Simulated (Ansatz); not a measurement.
**CF (quartet): PBE, r2SCAN over a scan of the distance C1–F2, 6-31G**

Aim: run CF (quartet) with these functionals over a scan of the distance C1–F2, and hold them against the top wave-function level at the same points.

Computed with Ansatz 0.2.0, Gaussian basis. Level: 6-31G, all electrons in the functionals.

The runs, in order: PBE, r2SCAN, at 1.079 Å; 1.181 Å; 1.316 Å; 1.446 Å; 1.625 Å; 1.859 Å; 2.133 Å; 2.464 Å; 2.824 Å; 3.500 Å; 4.396 Å.

18 further runs of the same task are left out: 14 that didn't finish, 4 set aside as unsound or not needed.

### Step 1. What is computed

The geometry derives from a PBE0/def2-TZVP stationary point (not a proven minimum). One bond is set to the value named and the two fragments are kept rigid.

2 atoms, charge 0, spin multiplicity 4.

Atoms are counted from 1 here; the program's logs count them from 0.

Bond lengths: C1–F2 1.316 Å.

Geometry (Å):

```xyz
2
charge 0, multiplicity 4
C     0.0000    0.0000    0.0000
F     0.0000    0.0000    1.3159
```

No dispersion term is added.

The geometry shown and the zero of energy belong to the point 1.316 Å. The yardstick, FCI, and other wave-function levels (R restricted, U unrestricted, valence and pair active spaces) come from earlier runs.

### Step 2. PBE, 1.079 Å

in.yaml reads:

```yaml
crystal:
  periodic: [false, false, false]
  atoms:
    - {symbol: C, position_ang: [0.000000, 0.000000, 0.000000]}
    - {symbol: F, position_ang: [0.000000, 0.000000, 1.079000]}
basis:
  gaussian: {orbitals: 6-31G}
magnetization: {spin_polarized: true, initial_magnetization: 3}
hamiltonian: {xc: {name: PBE}}
output: {orbitals: {seedname: orbitals}}
```

Command:

```
> ansatz run in.yaml --threads 1 --pin off --events-out ev --progress --plain --max-ram 2393MiB
```

The runs that follow: PBE, 1.181 Å; PBE, 1.316 Å; PBE, 1.446 Å; PBE, 1.625 Å; PBE, 1.859 Å; PBE, 2.133 Å; PBE, 2.464 Å; PBE, 2.824 Å; PBE, 3.500 Å; PBE, 4.396 Å; r2SCAN, 1.079 Å; r2SCAN, 1.181 Å; r2SCAN, 1.316 Å; r2SCAN, 1.446 Å; r2SCAN, 1.625 Å; r2SCAN, 1.859 Å; r2SCAN, 2.133 Å; r2SCAN, 2.464 Å; r2SCAN, 2.824 Å; r2SCAN, 3.500 Å; r2SCAN, 4.396 Å.

Before running them: what should the planned runs give, taken together? Wanted: span of the FCI curve; largest miss, PBE; largest miss, r2SCAN; largest miss, RCCSD(T); largest miss, UCCSD(T).

**Answer**, as computed:

```
              quantity                   value
 span of the FCI curve            354.5 kJ/mol
     largest miss, PBE  +83.1 kJ/mol (4.396 Å)
  largest miss, r2SCAN  +73.4 kJ/mol (4.396 Å)
largest miss, RCCSD(T)   +1.7 kJ/mol (1.625 Å)
largest miss, UCCSD(T)   +1.8 kJ/mol (1.625 Å)
```

Of the functionals, r2SCAN keep the smallest largest miss at the points compared (at most 73.4 kJ/mol) and PBE strays most (83.1 kJ/mol, at 4.396 Å). Functionals and the yardstick converge differently with the basis, so part of each miss in 6-31G is the basis.
